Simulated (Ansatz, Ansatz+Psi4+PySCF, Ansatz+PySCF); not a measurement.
```
atom   x (Å)    y (Å)    z (Å)
   C  0.0000  -0.1855  -1.2318
   N  0.0000   0.4738  -0.0257
   C  0.0000  -0.1538   1.2028
   H  0.0000   0.3970  -2.1373
   H  0.0000  -1.2615  -1.2091
   H  0.0000   1.4835  -0.0239
   H  0.0000   0.6032   2.0736
   O  0.0000  -1.3568   1.3515
```

Basis set: cc-pVTZ (spherical functions). Frozen core: 4 orbitals. Correlation on ROHF uses semicanonical orbitals with singles. Charge 0, multiplicity 2.

Computed with Ansatz (development build ahead of 0.2.0); each method stands on the lowest determinant of its kind that the runs found.

(1) Give the atomization energy at this shape (free ground-state atoms in the same class of orbitals less the molecule, no zero-point energy) of doublet C2H4NO by ROHF-MP2, UHF-MP2.

## Answers

(1)

```csv
method,atomization energy
ROHF-MP2,3126.6 kJ/mol
UHF-MP2,3122.3 kJ/mol
```
